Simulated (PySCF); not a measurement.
## Molecular orbitals of MgP

r²SCAN at R = 2.543 Å; PySCF, spin-free X2C with a Gaussian nucleus, basis sets Mg x2c-TZVPPall, P x2c-TZVPPall. State: ⁴Σ⁻ (quartet), unpaired electrons σ ↑, π ↑↑. Only the outer orbitals are listed, counted within each symmetry.

```json
{"spin": "α", "orbital": "2π", "occ.": "1", "ε (eV)": "-48.82", "on Mg (%)": "100", "main shells (%)": "100 Mg p"}
{"spin": "α", "orbital": "2π", "occ.": "1", "ε (eV)": "-48.82", "on Mg (%)": "100", "main shells (%)": "100 Mg p"}
{"spin": "α", "orbital": "6σ", "occ.": "1", "ε (eV)": "-48.72", "on Mg (%)": "100", "main shells (%)": "100 Mg p"}
{"spin": "α", "orbital": "7σ", "occ.": "1", "ε (eV)": "-14.80", "on Mg (%)": "2", "main shells (%)": "98 P s"}
{"spin": "α", "orbital": "8σ", "occ.": "1", "ε (eV)": "-6.67", "on Mg (%)": "36", "main shells (%)": "61 P p, 35 Mg s"}
{"spin": "α", "orbital": "3π", "occ.": "1", "ε (eV)": "-6.18", "on Mg (%)": "5", "main shells (%)": "94 P p"}
{"spin": "α", "orbital": "3π", "occ.": "1", "ε (eV)": "-6.18", "on Mg (%)": "5", "main shells (%)": "94 P p"}
{"spin": "α", "orbital": "9σ", "occ.": "1", "ε (eV)": "-4.46", "on Mg (%)": "74", "main shells (%)": "51 Mg s, 26 P p, 23 Mg p"}
{"spin": "α", "orbital": "4π", "occ.": "0", "ε (eV)": "-1.48", "on Mg (%)": "96", "main shells (%)": "92 Mg p"}
{"spin": "α", "orbital": "4π", "occ.": "0", "ε (eV)": "-1.48", "on Mg (%)": "96", "main shells (%)": "92 Mg p"}
{"spin": "α", "orbital": "10σ", "occ.": "0", "ε (eV)": "0.29", "on Mg (%)": "100", "main shells (%)": "68 Mg p, 20 Mg d, 12 Mg s"}
{"spin": "β", "orbital": "2π", "occ.": "1", "ε (eV)": "-48.76", "on Mg (%)": "100", "main shells (%)": "100 Mg p"}
{"spin": "β", "orbital": "2π", "occ.": "1", "ε (eV)": "-48.76", "on Mg (%)": "100", "main shells (%)": "100 Mg p"}
{"spin": "β", "orbital": "6σ", "occ.": "1", "ε (eV)": "-48.63", "on Mg (%)": "100", "main shells (%)": "100 Mg p"}
{"spin": "β", "orbital": "7σ", "occ.": "1", "ε (eV)": "-12.19", "on Mg (%)": "7", "main shells (%)": "92 P s"}
{"spin": "β", "orbital": "8σ", "occ.": "1", "ε (eV)": "-5.74", "on Mg (%)": "38", "main shells (%)": "58 P p, 35 Mg s"}
{"spin": "β", "orbital": "3π", "occ.": "0", "ε (eV)": "-3.34", "on Mg (%)": "17", "main shells (%)": "82 P p, 14 Mg p"}
{"spin": "β", "orbital": "3π", "occ.": "0", "ε (eV)": "-3.34", "on Mg (%)": "17", "main shells (%)": "82 P p, 14 Mg p"}
{"spin": "β", "orbital": "9σ", "occ.": "0", "ε (eV)": "-2.61", "on Mg (%)": "75", "main shells (%)": "59 Mg s, 25 P p, 15 Mg p"}
```

Which are the highest filled and the lowest empty level, where do they sit, and how wide is the gap?

Highest filled α 9σ at -4.46 eV (in %: 51 Mg s, 26 P p, 23 Mg p); lowest empty β 3π at -3.34 eV (in %: 82 P p, 14 Mg p); the gap at r²SCAN is 1.12 eV.

* bond order (Mayer): 0.93
* ⟨S²⟩: 3.763
* charge on Mg (Mulliken, basis-dependent): 0.32
* charge on Mg (Löwdin, basis-dependent): -0.04
* dipole moment (positive dipole means Mg(−)P(+)): -1.91 D

The state is the lowest determinant that a PBE0 search found; another state may lie lower at other levels.
